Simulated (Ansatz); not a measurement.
Consider the formal hydrolysis of a C–N bond: `CN(C)C=S` + H₂O → `OC=S` + `CNC`.

Computed with Ansatz on PBE0-D4/def2-TZVP structures; ΔE is electronic, products minus reactants. CCSD(T)/CBS adds triple-zeta CCSD(T) − MP2 to the extrapolated MP2 energy (def2 sets, frozen cores). This one scheme is used for every species. DFT in def2-TZVPP. HSE06 is defined as in plane-wave codes. One conformer a species, not always the lowest.

```
          level  ΔE (kJ/mol)  difference from CCSD(T)/CBS
         PBE-D4         79.9                         -4.8
        BLYP-D4         77.6                         -7.1
         B97M-V         74.3                        -10.4
       HSE06-D4         82.8                         -1.9
        ωB97X-V         75.4                         -9.3
       PBE-QIDH         84.8                          0.1
            PBE         73.4                        -11.3
           BLYP         64.4                        -20.3
        r2SCAN0         80.8                         -3.9
          HSE06         77.3                         -7.4
      CAM-B3LYP         71.9                        -12.8
        LC-ωPBE         75.7                         -9.0
  CCSD/def2-SVP         68.0                        -16.7
 MP2/def2-TZVPP         90.3                          5.6
CCSD/def2-TZVPP         77.0                         -7.7
  MP2/CBS(def2)         95.1                         10.4
    CCSD(T)/CBS         84.7                            0
```

Largest T1 diagnostic among the species: 0.018.

From PBE to PBE0 (25 % exact exchange), in def2-TZVPP and without D4, ΔE moves by +3.8 kJ/mol. Leaving LDA and LC-ωPBE aside and taking each functional with its dispersion term where it has one, the values spread over 10.5 kJ/mol, from B97M-V to PBE-QIDH. LDA lies +16.2 kJ/mol from PBE without D4.

CCSD(T)/CBS has its own doubt, a few kJ/mol and more with outer-core shells, so smaller differences from it don't rank the levels.
